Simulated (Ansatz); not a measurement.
The first iterations of a band of H5OPSi (8 atoms, charge 0, multiplicity 1).

The calculation used Ansatz 0.2.0, RKS BHLYP-D4/def2-SVP.

```
movable images  : 5
climbing image  : yes
spring          : 20.0 eV/Å²
optimiser       : quadratic models (default)
start path      : through a guess of the saddle point
force threshold : 0.05 eV/Å
iteration limit : 60
end points      : relaxed
```

First end point:

```xyz
8
Properties=species:S:1:pos:R:3
O -1.120 0.258 -1.458
P -0.426 1.128 -0.209
Si 0.557 -0.622 0.841
H -1.985 0.609 -1.661
H 0.774 1.553 -0.842
H 1.499 -0.077 1.849
H 1.286 -1.497 -0.104
H -0.492 -1.409 1.527
```

Last end point:

```xyz
8
Properties=species:S:1:pos:R:3
O -1.029 -0.187 -1.982
P -0.482 0.600 -0.846
Si 0.478 -0.673 0.773
H -1.387 1.433 -0.140
H 0.503 1.576 -1.148
H 1.000 0.207 1.844
H 1.573 -1.437 0.143
H -0.563 -1.577 1.300
```

| iteration | highest image above the first end (eV) | largest band force component (eV/Å) |
| --- | --- | --- |
| 1 | 4.366 | 4.959 |
| 2 | 3.547 | 2.884 |
| 3 | 3.292 | 14.576 |
| 4 | 2.897 | 10.396 |
| 5 | 3.085 | 3.122 |

Does the band converge within its limit, and where does its top end?

The run converged. It ended after 16 iterations with the highest image 3.326 eV above the first end. Neighbouring images differ by up to 2.3 eV, so the band resolves the path poorly. Another band between the same ends (5 images) ends at a top of the same energy, where a vibrational analysis finds 1 clearly imaginary mode. The orbitals stay closed-shell, which can raise the energy where a bond breaks towards radicals; this wasn't checked here.

Time of the run: 2.6 min on 1 thread of Arm Neoverse V2, with other jobs on the host, peak memory 0.16 GiB.
